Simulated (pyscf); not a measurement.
`[NH2][SiH3]` + `[NH3]` → `[NH2][NH2]` + `[SiH4]`, a four-centre exchange (singlet surface; N–Si, H–N broken, N–N, H–Si formed). Optimised with ωB97X-D3(BJ)/def2-SVP in PySCF. Correlated levels are frozen-core, on RHF or UHF. ΔMP2 is the change of the MP2 total energy from the triple- to the quadruple-zeta basis. Energies in kcal/mol from the separated reactants.

AM1 to PM7: differences of heats of formation from MOPAC. 

### Question
Quick AM1 single points give ΔE‡ = 165.4 kcal/mol and ΔE = +43.1 kcal/mol. What does CCSD(T)/def2-TZVPP + ΔMP2(QZVPP) give, and how far is the quick result from it?

### Answer
CCSD(T)/def2-TZVPP + ΔMP2(QZVPP) gives ΔE‡ = 132.6 kcal/mol and ΔE = +53.1 kcal/mol. AM1 lies 32.8 kcal/mol over it in the barrier and 10.0 kcal/mol under it in the reaction energy, so on this step it does not hold to within 3.0 kcal/mol. CCSD(T)/def2-TZVPP + ΔMP2(QZVPP) has limits of its own. The same reactants have a lower exit, to H₂N–SiH₂–NH₂ + H₂ (barrier +33.1 kcal/mol at ωB97M-D3(BJ), against +135.9 kcal/mol here). This is the saddle that the search found; another between the same sides may lie lower. One closed-shell reference is unstable to symmetry breaking; treat the single-reference values with care. The CCSD(T) − MP2 part came from Ansatz, without density fitting, on the same reference. The largest closed-shell T1 diagnostic is 0.040, which may signal static correlation.
